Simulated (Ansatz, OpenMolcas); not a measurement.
How methods differ on BN (boron nitride)

BN has 2 atoms, charge 0, and is taken as a triplet. As SMILES, `B#N`. The coordinates come from a PBE0-D4/def2-TZVP relaxation.

```xyz
2

B     0.0000    0.0000   -0.0235
N     0.0000    0.0000    1.2919
```

Quantity: the energy change with the B1–N2 bond stretched from 1.315 to 1.973 Å, in eV. The values are calculated.

```csv
level,kind,program,value (eV),CPU time (all runs)
ROHF/STO-3G,Hartree–Fock,OpenMolcas,2.06,4.7 s
UHF/STO-3G,Hartree–Fock,OpenMolcas,1.58,3.8 s
UHF/3-21G,Hartree–Fock,Ansatz,1.23,0.3 s
UHF/6-31G,Hartree–Fock,Ansatz,1.31,0.35 s
USVWN5/STO-3G,LDA,OpenMolcas,3.24,7.4 s
USVWN5/3-21G,LDA,Ansatz,2.65,0.88 s
USVWN5/6-31G,LDA,Ansatz,2.68,1 s
UKT3/ANO-R0 (sfX2C),GGA,OpenMolcas,1.30,7.2 s
UPBE/STO-3G,GGA,OpenMolcas,2.87,7.6 s
U-revPBE/3-21G,GGA,Ansatz,2.18,1.9 s
```

The first shape isn't each level's own minimum. The values span 1.23 to 3.24 eV. Spin contamination of the reference (⟨S²⟩ at least 0.1 too high) touches UHF/STO-3G, UHF/3-21G, UHF/6-31G. CPU times are rough (shared hosts, several kinds of processor): they show what a rung costs within a factor of a few.
